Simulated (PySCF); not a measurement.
# C2HF: magnetic properties

The task here is to estimate one member of a computed series from the others.

Computed with PySCF 2.14.0 and routines of our own; the level stands in each step. Atoms count from 0.

### The system as given

4 atoms, charge 0, multiplicity 1; geometry from: GFN2-xTB.

The first run:

The job: settings as JSON, then the geometry in Å.

```
{"job": {"xc": "PBE0", "basis": "def2-SVP", "d3": "d3bj", "grid": 1, "kind": "geom"}, "charge": 0, "multiplicity": 1}
C     -0.623710     0.024568    -0.031240
C      0.515926    -0.018435    -0.379648
F      1.742514    -0.066542    -0.754104
H     -1.624497     0.065182     0.270498
```

The run is started by

```console
$ OMP_NUM_THREADS=1 python excited_run.py task.json out
```

The driver reads the jobs from task.json and runs them one after another.

Among the steps run: Optimising the geometry at PBE0-D3(BJ)/def2-SVP; Magnetic properties: GIAO B3LYP/def2-TZVPD; Magnetic properties: GIAO B3LYP/def2-QZVP; Magnetic properties: GIAO B3LYP/Sadlej pVTZ; Magnetic properties: GIAO B3LYP/aug-cc-pVDZ; Magnetic properties: GIAO B3LYP/pcSseg-2; Magnetic properties: GIAO B3LYP/def2-SVPD.

One of the session's tables, all rows but one given; the rest of the session is left out.

It belongs to the step «Magnetic properties side by side». 

```
                 level  gap (eV)
 GIAO B3LYP/def2-TZVPD      7.84
  GIAO B3LYP/def2-QZVP      8.38
GIAO B3LYP/Sadlej pVTZ      7.68
GIAO B3LYP/aug-cc-pVDZ         ?
   GIAO B3LYP/pcSseg-2      8.41
  GIAO B3LYP/def2-SVPD      8.17
```

**Question.** Estimate the row for GIAO B3LYP/aug-cc-pVDZ.

**Answer.** gap (eV): 7.66. In the column «gap (eV)» it is the lowest.

Caveats from the session: Vibrational averaging and real surroundings are missing from these values.
